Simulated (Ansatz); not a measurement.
For 2H WS₂, rVV10 (Ansatz, a first-principles code, plane waves, PAW) gives:

```
Property               Result
-------------------  --------
lattice constant a    3.214 Å
lattice parameter c  12.480 Å
```

### Question
What does r²SCAN+rVV10 (Ansatz, PAW) give for the same quantities?

### Answer

- lattice constant a: 3.170 Å (shrinks by 1.4 %)
- lattice parameter c: 12.491 Å (grows by 0.1 %)

For comparison: lattice constant a 3.153 Å (measured, 300 K, not corrected to a static lattice; as tabulated in arXiv:1605.07067); lattice parameter c 12.323 Å (measured, 300 K, no zero-point or thermal correction; as tabulated in arXiv:1605.07067).

Changes are worked out from the printed values.

Unless a cell is named, each level is at its own relaxed cell (rVV10 18.60, r²SCAN+rVV10 18.12 Å³/atom).

Levels without +SOC leave out spin–orbit coupling, which shifts energies and cells of such heavy elements.

Ansatz's density-functional and Hartree–Fock values are scalar-relativistic unless marked +SOC, with PAW data made under PBE.
